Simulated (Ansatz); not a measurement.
Results of PBE-D4 in Ansatz (PAW) for diamond.

Settings: plane-wave cutoff 500 eV, 18×18×18 k mesh, gaussian smearing 0.02 eV, scalar-relativistic PAW data made under PBE.

Cell (relaxed at this level):

```cif
data_C8
_chemical_formula_sum 'C8'
_space_group_name_H-M_alt 'Fd-3m :1'
_space_group_IT_number 227
_space_group_name_Hall 'F 4d 2 3 -1d'
_cell_length_a 3.55734
_cell_length_b 3.55734
_cell_length_c 3.55734
_cell_angle_alpha 90.000
_cell_angle_beta 90.000
_cell_angle_gamma 90.000
loop_
_atom_site_label
_atom_site_type_symbol
_atom_site_symmetry_multiplicity
_atom_site_Wyckoff_symbol
_atom_site_fract_x
_atom_site_fract_y
_atom_site_fract_z
_atom_site_occupancy
C1 C 8 a 0.00000 0.00000 0.00000 1
```
(The calculation used a cell of 2 atoms; values per cell refer to that cell.)

**Question.** What does this level give for the band gap?

**Answer.** 
* **band gap**: 4.18 eV (on the SCF k mesh)

Measured, for comparison: band gap 5.48 eV (low temperature, zero-point motion not removed; as tabulated in arXiv:1206.3780). Computed (rounded) less measured: band gap -1.30 eV.

The computed numbers hold no vibrational or temperature effects.

Ansatz is an electronic-structure program.
